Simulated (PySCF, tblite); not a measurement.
# CH₂BeN−, a complex of two parts: NMR shifts, interaction energy, infrared bands, spin-spin couplings and core binding energies

One table from this session's results is given with a row withheld; the runs are named, their logs left out.

Programs: tblite 0.8.0 and PySCF 2.14.0. All values are calculated, for the isolated system unless a continuum is named. Atoms count from 0, parts from 1.

## The system as given

5 atoms, charge -1, multiplicity 1; geometry: rigid parts in contact. Parts: 1 = atoms 0–2, `[BeH2]`, charge 0; 2 = atoms 3–4, `[C-]#N`, charge -1.

The first run:

The job: settings as JSON, then the geometry in Å.

```
{"job": {"kind": "dock", "xc": "GFN2-xTB", "basis": "xTB"}, "charge": -1, "multiplicity": 1, "parts": [{"atoms": "0-2", "charge": 0, "multiplicity": 1}, {"atoms": "3-4", "charge": -1, "multiplicity": 1}]}
Be    -0.000061     0.000038    -0.000052
H      0.492530    -0.895039     0.770490
H     -0.492468     0.895001    -0.770439
C     -1.498763    -1.721309    -0.326687
N     -2.419004    -2.486323    -0.235981
```

Method: GFN2-xTB search for minima from random contacts, gas phase.

Command:

```
OMP_NUM_THREADS=1 python cluster_run.py task.json out
```

One launch serves the whole session: the jobs run in the order shown.

Steps of the session up to this table: Bringing the parts together with GFN2-xTB; Geometry optimisation at PBE0-D3(BJ)/def2-TZVPD; Nuclear shieldings: PBE0/aug-pcSseg-2; Coupled-cluster interaction energy: CCSD(T) and MP2.

One of the session's tables, all rows but one given; the rest of the session is left out.

It belongs to the step «Coupled-cluster interaction energy: CCSD(T) and MP2». 

```
                 method  interaction energy (kcal/mol)
         HF/aug-cc-pVDZ                         -62.59
        MP2/aug-cc-pVDZ                              ?
       CCSD/aug-cc-pVDZ                         -64.75
    CCSD(T)/aug-cc-pVDZ                         -64.99
         HF/aug-cc-pVQZ                         -63.54
        MP2/aug-cc-pVQZ                         -68.40
    SCS-MP2/aug-cc-pVQZ                         -67.27
      MP2, extrapolated                         -68.70
CCSD(T), limit estimate                         -67.67
```

Q: Estimate the row for MP2/aug-cc-pVDZ from the others.

As computed: interaction energy (kcal/mol): -66.01. In the column «interaction energy (kcal/mol)» it lies between SCS-MP2/aug-cc-pVQZ (-67.27) and CCSD(T)/aug-cc-pVDZ (-64.99).

Caveats from the session: The interaction energy leaves out the deformation of the parts, 17.62 kcal/mol at MP2. So large a deformation means that a part is far from its own minimum, so a sum across the two methods would be rough.
